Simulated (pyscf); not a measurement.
Single points on ωB97X-D3(BJ)/def2-SVP structures (PySCF, gas phase). Correlated levels are frozen-core, on RHF or UHF. ΔMP2 is the change of the MP2 total energy from the triple- to the quadruple-zeta basis.

**Question.** Estimate by transition-state theory the rate constant of H₃C–CH₂–Cl + H• → H₃C–CH₃ + Cl• (doublet surface; C–Cl broken, C–H formed) at 600 K, with CCSD(T)/def2-TZVPP + ΔMP2(QZVPP) energies (ideal gas, 1 atm, RRHO with modes under 100 cm⁻¹ raised to 100, one conformer, R ln 2 for chiral ones without a mode under 150 cm⁻¹; no tunnelling).

**Answer.** The electronic barrier is 21.4 kcal/mol and the thermal terms add +14.0, so ΔG‡ = 35.4 kcal/mol. With k_BT/h = 1.25e+13 s⁻¹ and RT = 1.192 kcal/mol, and a volume of 8.18e-20 cm³ per molecule at 1 atm, k = 1.4e-19 cm³ molecule⁻¹ s⁻¹. Wigner's tunnelling factor for 1430i cm⁻¹ would be 1.49, likely too low at so high a frequency. A shift of 1 kcal/mol in the barrier changes k by a factor 2.3. The same reactants have a lower exit, to •H₂C–CH₃ + HCl (barrier +11.3 kcal/mol at ωB97M-D3(BJ), against +21.8 kcal/mol here). This is the saddle that the search found; another between the same sides may lie lower. The angle at the attacked C is 162°. The CCSD(T) − MP2 part came from Ansatz, without density fitting, on the same reference.
